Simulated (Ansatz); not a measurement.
CH4S2, SMILES SCS, an active-space calculation

Computed with the Python package of Ansatz (0.2.0).

Run as a notebook:

**Cell 1**
```python
import ansatz as az
```

**Cell 2**
```python
BASIS = '6-31G*'
```

**Cell 3**
```python
GEOMETRY = '''
S    -1.23700    1.11670   -0.46140
C    -0.09090    0.13200    0.39960
S     1.13340   -0.49400   -0.74950
H    -1.45160    0.29270   -1.45950
H    -0.60300   -0.71560    0.84740
H     0.39200    0.73950    1.18560
H     1.91830   -1.13910    0.19220
'''
```

**Cell 4**
```python
ch4s2 = az.Crystal.molecule()
for line in GEOMETRY.strip().splitlines():
    symbol, *xyz = line.split()
    ch4s2 = ch4s2.atom(symbol, [float(v) for v in xyz])
```

**Cell 5**
```python
base = (
    ch4s2.calculation()
    .basis(gaussian=BASIS)
    .correlation(active_electrons=4, active_orbitals=4)
)
for method in [None, 'sc_nevpt2']:
    r = (base if method is None else base.correlation(method)).run(threads=1).report
    space = r['configurations']
    state = space['states'][0]
    print(method or 'casscf', f'total {r["free_energy_ev"] / 27.211386246:.6f} Ha, active-space state {state["energy"]["hartree"]:.6f} Ha, mean field {r["reference_energy_ev"] / 27.211386246:.6f} Ha')
    print('  determinants', state['n_determinants'], ' natural occupations', [round(n, 3) for n in space['natural_occupations']])
print('effectively unpaired electrons, sum of min(n, 2 - n):', round(sum(min(n, 2 - n) for n in space['natural_occupations']), 3))
```
Output:
```text
casscf total -835.231047 Ha, active-space state -835.231047 Ha, mean field -835.195575 Ha
  determinants 36  natural occupations [1.981, 1.977, 0.023, 0.019]
sc_nevpt2 total -835.563851 Ha, active-space state -835.231038 Ha, mean field -835.195575 Ha
  determinants 36  natural occupations [1.981, 1.977, 0.023, 0.019]
effectively unpaired electrons, sum of min(n, 2 - n): 0.084
```

Total energies depend on the basis set; only differences at equal settings carry meaning. The geometry is a force-field or estimated start, not a minimum of this method, and the basis set is short of its limit. The active space starts as a window about the frontier orbitals and is then optimised, not chosen by chemistry. It ran for 6.5 s on 1 thread of Arm Neoverse V2, on a shared host, peak memory 0.17 GiB.
